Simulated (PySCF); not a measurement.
Stationary points of NO(OH)₂

Method: PySCF, PBE0, basis N def2-TZVP, O def2-TZVP, H def2-TZVP (no relativity, density fitting).

Relaxations began from a few typed shapes; open shells are unrestricted. The search is not exhaustive: other isomers or separated fragments can lie lower, and high-lying points may rest on an excited occupation.

(1) Order these stationary points by electronic energy, lowest first, in kJ/mol from the lowest minimum.
A. doublet Cs: N–O 1.224 Å, N–O 1.364 Å, N–O 1.385 Å, O–H 0.967 Å (×2); H–O–N 102.4°, H–O–N 104.6°, O–N–O 110.8°, O–N–O 124.2°, O–N–O 125.0°
B. doublet C1: N–O 1.208 Å, N–O 1.389 Å, N–O 1.430 Å, O–H 0.967 Å (×2); H–O–N 102.1°, H–O–N 104.0°, O–N–O 105.7°, O–N–O 116.6°, O–N–O 118.3°
C. doublet C2v: N–O 1.121 Å, N–O 1.745 Å (×2), O–H 0.967 Å (×2); H–O–N 99.8° (×2), O–N–O 110.8° (×2), O–N–O 138.3°

(2) Which of them are minima?

## Answers

(1) B (0.0), A (52.7), C (117.8).

(2) By energy in kJ/mol, 0.0: minimum; 52.7: saddle point, 3 imaginary modes; 117.8: saddle point, 2 imaginary modes.
